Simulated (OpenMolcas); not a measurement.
# One shape, several levels: BH2O (SMILES B[O])

Wanted: a comparison of 6 runs (UHF/STO-3G, U-r2SCAN/STO-3G, UB3LYP/STO-3G, UM06-2X/STO-3G, UPBE/STO-3G, USVWN5/STO-3G) of BH2O. 

The results are computed with OpenMolcas 26.06.

## Step 1: The system as given

BH2O has 4 atoms, charge 0, and is taken as a doublet. SMILES: `B[O]`. Geometry: relaxed at PBE0-D4/def2-TZVP.

Bond lengths: B1–O2 1.281 Å, B1–H3 1.211 Å, B1–H4 1.211 Å. Angles: O2–B1–H3 119.9°, O2–B1–H4 119.9°, H3–B1–H4 120.2°.

## Step 2: The energy at UHF/STO-3G (run 1)

job.inp

```
&GATEWAY
BasLib = $CurrDir
BasisSet
B.STO-3G....
B1 -0.001100 -0.010300 -0.015100 angstrom
End of Basis
BasisSet
O.STO-3G....
O2 1.025300 -0.340800 0.676900 angstrom
End of Basis
BasisSet
H.STO-3G....
H3 -1.052600 -0.587700 0.151600 angstrom
H4 0.083900 0.878500 -0.833600 angstrom
End of Basis
&SEWARD
&SCF
UHF
Spin = 2
Thresholds = 1e-10 1e-07 1e-07 1e-05
PrOrbitals = 1 1
```

The basis set STO-3G is read from a file made from the Basis Set Exchange's data (not shown).

Launch:

```
export MOLCAS_MEM=1860
pymolcas job.inp > job.log
```

The program printed:

```text
--- Start Module: gateway ---
[...]
--- Stop Module: gateway /rc=_RC_ALL_IS_WELL_ ---
--- Start Module: seward ---
[...]
      Basis functions           12
--- Stop Module: seward /rc=_RC_ALL_IS_WELL_ ---
--- Start Module: scf ---
[...]
       Convergence after  16 Iterations
[...]
::    Total SCF energy                                -99.3856366996
[...]
      Total spin, S                                     0.5092353422
[...]
      Total electronic charge=   15.000000
      Total            charge=   -0.000000
[...]
      Dipole Moment (debye):
      Origin of the operator (angstrom)=    0.5311   -0.1816    0.3437
                   X= -1.6743E-01               Y=  5.3788E-02               Z= -1.1276E-01           Total=  2.0890E-01
      Quadrupole Moment (debye*angstrom):
[...]
--- Stop Module: scf /rc=_RC_ALL_IS_WELL_ ---
[...]
```

Run time: 1.1 s. Hardware: 1 thread of Intel Xeon 6975P-C (Granite Rapids), shared host; peak memory 0.37 GiB.

## Step 3: A single-point energy at U-r2SCAN/STO-3G (run 2)

job.input

```
* BH2O Kohn-Sham DFT

&GATEWAY
  BasLib=$CurrDir
  BasisSet
  B.STO-3G....
  B1 -0.001100 -0.010300 -0.015100 angstrom
  End of Basis
  BasisSet
  O.STO-3G....
  O2 1.025300 -0.340800 0.676900 angstrom
  End of Basis
  BasisSet
  H.STO-3G....
  H3 -1.052600 -0.587700 0.151600 angstrom
  H4 0.083900 0.878500 -0.833600 angstrom
  End of Basis

&SEWARD
  GridInput
  Grid=UltraFine
  End of Grid

&SCF
  UHF
  Spin=2
  KSDFT=2
  1.0 MGGA_X_R2SCAN
  1.0 MGGA_C_R2SCAN
  Thresholds=1e-10 1e-07 1e-07 1e-05
  PrOrbitals=1 1
```

The basis set STO-3G is read from a file made from the Basis Set Exchange's data (not shown).

Launch:

```
export MOLCAS_MEM=1860
pymolcas job.input > job.log
```

The program printed:

```text
--- Start Module: gateway ---
[...]
--- Stop Module: gateway /rc=_RC_ALL_IS_WELL_ ---
--- Start Module: seward ---
[...]
      Basis functions           12
--- Stop Module: seward /rc=_RC_ALL_IS_WELL_ ---
--- Start Module: scf ---
[...]
       Convergence after  14 Iterations
[...]
::    Total KS-DFT energy                             -99.8576740790
[...]
      Total spin, S                                     0.5051695477
[...]
      Total electronic charge=   15.000000
      Total            charge=   -0.000000
[...]
      Dipole Moment (debye):
      Origin of the operator (angstrom)=    0.5311   -0.1816    0.3437
                   X= -2.0901E-01               Y=  6.7285E-02               Z= -1.4090E-01           Total=  2.6089E-01
      Quadrupole Moment (debye*angstrom):
[...]
--- Stop Module: scf /rc=_RC_ALL_IS_WELL_ ---
[...]
```

Wall time 4.2 s (1 thread of Intel Xeon 6975P-C (Granite Rapids), shared host); peak memory 0.37 GiB.

Runs 3 to 4 aren't shown in full; the table further down has their settings and results.

## Step 4: The energy at UPBE/STO-3G (run 5)

job.input

```
* BH2O Kohn-Sham DFT
>>> EXPORT MOLCAS_PRINT=2
&GATEWAY
BasLib=$CurrDir
BasisSet
B.STO-3G....
B1 -0.001100 -0.010300 -0.015100 angstrom
End of Basis
BasisSet
O.STO-3G....
O2 1.025300 -0.340800 0.676900 angstrom
End of Basis
BasisSet
H.STO-3G....
H3 -1.052600 -0.587700 0.151600 angstrom
H4 0.083900 0.878500 -0.833600 angstrom
End of Basis
&SEWARD
GridInput
Grid=UltraFine
End of Grid
&SCF
UHF
Spin=2
KSDFT=PBE
Thresholds=1e-10 1e-07 1e-07 1e-05
PrOrbitals=1 1
```

The basis set STO-3G is read from a file made from the Basis Set Exchange's data (not shown).

Launch:

```
export MOLCAS_MEM=1860
pymolcas job.input > job.log
```

The program printed:

```text
--- Start Module: gateway ---
[...]
--- Stop Module: gateway /rc=_RC_ALL_IS_WELL_ ---
--- Start Module: seward ---
[...]
      Basis functions           12
--- Stop Module: seward /rc=_RC_ALL_IS_WELL_ ---
--- Start Module: scf ---
[...]
       Convergence after  13 Iterations
[...]
::    Total KS-DFT energy                             -99.7750142822
[...]
      Total spin, S                                     0.5024661077
[...]
      Total electronic charge=   15.000000
      Total            charge=   -0.000000
[...]
      Dipole Moment (debye):
      Origin of the operator (angstrom)=    0.5311   -0.1816    0.3437
                   X= -2.2266E-01               Y=  7.1710E-02               Z= -1.5013E-01           Total=  2.7795E-01
      Quadrupole Moment (debye*angstrom):
[...]
--- Stop Module: scf /rc=_RC_ALL_IS_WELL_ ---
[...]
```

Run time: 2.8 s. Hardware: 1 thread of Intel Xeon 6975P-C (Granite Rapids), shared host; peak memory 0.37 GiB.

## Step 5: The energy at USVWN5/STO-3G (run 6)

job.input

```
>>> EXPORT MOLCAS_PRINT=2

&GATEWAY
 BasLib = $CurrDir
 BasisSet
 B.STO-3G....
 B1 -0.001100 -0.010300 -0.015100 angstrom
 End of Basis
 BasisSet
 O.STO-3G....
 O2 1.025300 -0.340800 0.676900 angstrom
 End of Basis
 BasisSet
 H.STO-3G....
 H3 -1.052600 -0.587700 0.151600 angstrom
 H4 0.083900 0.878500 -0.833600 angstrom
 End of Basis

&SEWARD
 GridInput
 Grid=UltraFine
 End of Grid

&SCF
 UHF
 Spin = 2
 KSDFT = SVWN5
 Thresholds = 1e-10 1e-07 1e-07 1e-05
 PrOrbitals = 1 1
```

The basis set STO-3G is read from a file made from the Basis Set Exchange's data (not shown).

Launch:

```
export MOLCAS_MEM=1860
pymolcas job.input > job.log
```

The program printed:

```text
--- Start Module: gateway ---
[...]
--- Stop Module: gateway /rc=_RC_ALL_IS_WELL_ ---
--- Start Module: seward ---
[...]
      Basis functions           12
--- Stop Module: seward /rc=_RC_ALL_IS_WELL_ ---
--- Start Module: scf ---
[...]
       Convergence after  13 Iterations
[...]
::    Total KS-DFT energy                             -99.0411689253
[...]
      Total spin, S                                     0.5022598402
[...]
      Total electronic charge=   15.000000
      Total            charge=   -0.000000
[...]
      Dipole Moment (debye):
      Origin of the operator (angstrom)=    0.5311   -0.1816    0.3437
                   X= -3.2800E-01               Y=  1.0567E-01               Z= -2.2118E-01           Total=  4.0947E-01
      Quadrupole Moment (debye*angstrom):
[...]
--- Stop Module: scf /rc=_RC_ALL_IS_WELL_ ---
[...]
```

It took 2.2 s on 1 thread of Intel Xeon 6975P-C (Granite Rapids), shared host; peak memory 0.37 GiB.

## Step 6: The series

| run | level | integration grid | energy (Eh) | dipole moment (D) | HOMO energy (eV) | LUMO energy (eV) | wall time |
| --- | --- | --- | --- | --- | --- | --- | --- |
| 1 | UHF/STO-3G | – | -99.385637 | 0.21 | -11.28 | 6.82 | 1.1 s |
| 2 | U-r2SCAN/STO-3G | UltraFine | -99.857674 | 0.26 | -5.76 | -2.21 | 4.2 s |
| 3 | UB3LYP/STO-3G | UltraFine | -99.901063 | 0.23 | -6.72 | -1.55 | 3.6 s |
| 4 | UM06-2X/STO-3G | UltraFine | -99.889120 | 0.21 | -8.43 | 0.20 | 3.9 s |
| 5 | UPBE/STO-3G | UltraFine | -99.775014 | 0.28 | -5.12 | -2.83 | 2.8 s |
| 6 | USVWN5/STO-3G | UltraFine | -99.041169 | 0.41 | -4.81 | -3.00 | 2.2 s |

## Step 7: Results

```
                                 quantity         value
                      run 6: total energy  -99.04117 Eh
                     run 6: dipole moment        0.41 D
run 6: HOMO energy (highest over α and β)      -4.81 eV
 run 6: LUMO energy (lowest over α and β)      -3.00 eV
                              run 6: ⟨S²⟩         0.755
```

The dipole moment (its size) runs from 0.21 D (UM06-2X/STO-3G) to 0.41 D (USVWN5/STO-3G). Totals of different functionals can't be ranked against each other. In runs 1, 2, 3, 4, 5, 6 the basis is minimal, so the values are rough. All runs together took 18 s, the longest 4.2 s.
